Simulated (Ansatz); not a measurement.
Cost and result for the atomization energy of C2H3F3S (`FC(F)(F)CS`) (9 atoms, 8 bonds).

```csv
atom,x (Å),y (Å),z (Å)
F1,1.184,-0.807,-1.280
C2,0.070,-0.899,-0.547
F3,-0.966,-0.906,-1.389
F4,0.093,-2.088,0.071
C5,-0.032,0.205,0.476
S6,-0.058,1.829,-0.329
H7,0.830,0.112,1.138
H8,-0.948,0.037,1.042
H9,-0.174,2.516,0.817
```

Charge 0, multiplicity 1. All single points use the PBE0-D4/def2-TZVP geometry. It is a higher conformer; a search finds a lower one. Program: Ansatz. All runs use 4 threads of a server CPU on a shared host. Times are those of one run each, without the atoms' runs, and a repeat can differ threefold. Electronic energies, without spin–orbit coupling; frozen cores. CCSD(T)/CBS adds CCSD(T) − MP2 in def2-TZVPP to the MP2 limit, and its time is that of the two runs behind it. T1 = 0.011. HSE06 is the plane-wave form, built on full-range PBE exchange.

CCSD(T)/CBS is a level of theory with its own doubt, some kJ/mol a heavy atom from the limit and from the frozen cores, so smaller differences don't rank the functionals.

```tsv
level	functions	wall time
LDA (SPW92)/def2-TZVPP	239	1.3 s
revPBE-D4/def2-TZVPP	239	2.1 s
PBE0-D4/def2-TZVPP	239	3 s
CAM-B3LYP-D4/def2-TZVPP	239	3.2 s
HSE06-D4/def2-TZVPP	239	3.4 s
r2SCAN-D4/def2-TZVPP (with forces)	239	5.5 s
r2SCANh-D4/def2-TZVPP	239	5.5 s
PBE-QIDH/def2-TZVPP	239	6 s
ωB97X-V/def2-TZVPP	239	7 s
CCSD(T)/def2-SVP	103	7.5 s
MP2/def2-QZVPP	445	20 s
CCSD(T)/def2-TZVPP	239	3.5 min
CCSD(T)/CBS(def2)	–	3.9 min
```

What atomization energy does each give, and how far from CCSD(T)/CBS? (An estimate is asked.)

The calculation gave: 
```csv
level,atomization (kJ/mol),difference from CCSD(T)/CBS,per bond
LDA (SPW92)/def2-TZVPP,4073.9,676.8,84.6
revPBE-D4/def2-TZVPP,3407.7,10.6,1.3
PBE0-D4/def2-TZVPP,3420.4,23.3,2.9
CAM-B3LYP-D4/def2-TZVPP,3411.6,14.5,1.8
HSE06-D4/def2-TZVPP,3424.0,26.9,3.4
r2SCAN-D4/def2-TZVPP (with forces),3423.0,25.9,3.2
r2SCANh-D4/def2-TZVPP,3385.9,-11.2,-1.4
PBE-QIDH/def2-TZVPP,3380.8,-16.3,-2.0
ωB97X-V/def2-TZVPP,3417.9,20.8,2.6
CCSD(T)/def2-SVP,3217.4,-179.7,-22.5
MP2/def2-QZVPP,3472.5,75.4,9.4
CCSD(T)/def2-TZVPP,3300.2,-96.9,-12.1
CCSD(T)/CBS(def2),3397.1,0.0,0.0
```

The D4 term adds +28.4 kJ/mol with B3LYP and +14.7 kJ/mol with PBE0; it sums over pairs of atoms, weighted by their polarisabilities, and B3LYP, whose exchange is more repulsive, gets the larger term. From r2SCAN to r2SCAN0 (25 % exact exchange), in def2-TZVPP and without D4, the atomization energy moves by −90.9 kJ/mol: exact exchange takes away binding that semilocal exchange gives to molecules. Leaving LDA and LC-ωPBE aside and taking each functional with its dispersion term where it has one, the values, not all of them listed here, spread over 307.0 kJ/mol, from BHLYP-D4 to PBE-D4. LDA lies +561.9 kJ/mol from PBE without D4, its usual overbinding.

B3LYP here is the variant with VWN-RPA as its local correlation; programs differ in this.
